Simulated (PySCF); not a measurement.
How strong are the bonds of chlorosilane?

Molecule: chlorosilane, `[SiH3]Cl` (ClH3Si). Optimised structure (Å), atoms numbered from 1:
```
Si   -0.1143   -0.0033   -0.0133
Cl    1.9491    0.1050    0.0622
H    -0.5076   -1.0222   -1.0253
H    -0.6525    1.3310   -0.3967
H    -0.6251   -0.3942    1.3295
```

Energies: B3LYP-D3(BJ)/def2-TZVP (PySCF, density fitting, integration grid level 2) on PBE0-D3(BJ)/def2-SVP structures. Zero-point and thermal terms (298.15 K, 1 bar) come from unscaled PBE0-D3(BJ)/def2-SVP harmonic frequencies, with soft modes damped to free rotors in the entropy.

```jsonl
{"bond": "Si1–H", "r / Å": "1.489", "radicals": "[SiH2]Cl + H•", "BDE(298 K) / eV": "3.90", "BDFE / eV": "3.51", "D₀ / eV": "3.84", "Dₑ / eV": "4.10"}
{"bond": "Si1–Cl2", "r / Å": "2.068", "radicals": "SiH3• + Cl•", "BDE(298 K) / eV": "4.57", "BDFE / eV": "4.15", "D₀ / eV": "4.52", "Dₑ / eV": "4.65"}
```

Homolysis to relaxed radicals in the gas phase; the table need not hold every single bond outside rings.

Weakest of these: Si1–H (3.90 eV); strongest: Si1–Cl2 (4.57 eV).

Caveats: spin-orbit coupling is left out of the energies, which matters for open shells on the heavier atoms.
